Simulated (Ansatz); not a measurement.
Geometry optimisation, Ansatz 0.2.0, RKS PBE-D4/def2-SVP.

Input:

```yaml
crystal:
  periodic: [false, false, false]
  atoms:
    - { symbol: Si, position_ang: [0.0, 0.0, 0.0] }
    - { symbol: F, position_ang: [0.0, 0.0, 1.94] }
    - { symbol: H, position_ang: [1.3768, 0.0, -0.4862] }
    - { symbol: H, position_ang: [-0.6877, 1.1914, -0.4862] }
    - { symbol: H, position_ang: [-0.6877, -1.1914, -0.4862] }
    - { symbol: S, position_ang: [-2.3345, 0.0, 0.7757] }
    - { symbol: H, position_ang: [-3.0901, -0.8728, -0.0163] }
    - { symbol: H, position_ang: [-1.1646, 0.0, 1.8597] }
basis:
  gaussian: { orbitals: def2-SVP }
hamiltonian:
  xc: pbe
  dispersion: d4
relax:
  f_tol: 0.15
  max_steps: 25
  restrain:
    - { distance: [0, 5], at: 2.16, k: 30.0 }
    - { distance: [7, 1], at: 0.92, k: 30.0 }
    - { distance: [0, 1], at: 2.79, k: 30.0 }
    - { distance: [7, 5], at: 2.6, k: 30.0 }
```

Command:

```bash
$ ansatz run input.yaml --threads 1 --pin off --max-ram 2048MiB --backend cpu --events-out ev --progress --plain --runs-dir out
```

Q: Where does it end, and by what steps?

A: It converged. The restraints hold the end off the free minimum. After 16 steps the energy has fallen by 2.487 eV (the restraints' own energy left out); H3 moved furthest, 1.57 Å. Joined: F2–H8 (1.17 → 0.93 Å).

| step | energy less start (eV) | largest force component (eV/Å) | accepted |
| --- | --- | --- | --- |
| 0 | 0.0000 | 2.948 | yes |
| 1 | 0.0568 | 1.842 | yes |
| 2 | 0.2441 | 2.443 | yes |
| 3 | -0.2351 | 1.781 | yes |
| 4 | -0.9919 | 0.962 | yes |
| 5 | -1.5784 | 0.842 | yes |
| 6 | -1.9443 | 0.675 | yes |
| 7 | -2.1406 | 0.825 | yes |
| 8 | -2.1989 | 0.820 | yes |
| 9 | -2.2689 | 0.934 | yes |
| 10 | -2.3481 | 0.869 | yes |
| 11 | -2.4265 | 0.642 | yes |
| 12 | -2.4775 | 0.351 | yes |
| 13 | -2.4804 | 0.430 | yes |
| 14 | -2.4538 | 1.170 | no |
| 15 | -2.4892 | 0.429 | yes |
| 16 | -2.4874 | 0.532 | yes |

```xyz
8
Properties=species:S:1:pos:R:3
Si -0.527 -0.100 -0.426
F 0.117 0.685 2.182
H 0.441 -1.030 0.238
H -0.091 1.328 -0.430
H -0.701 -0.559 -1.851
S -2.476 -0.125 0.527
H -2.601 -1.481 0.472
H -0.750 0.409 2.387
```

Time of the run: 38 s on 1 thread of Arm Neoverse V2, with other jobs on the host, peak memory 0.14 GiB.
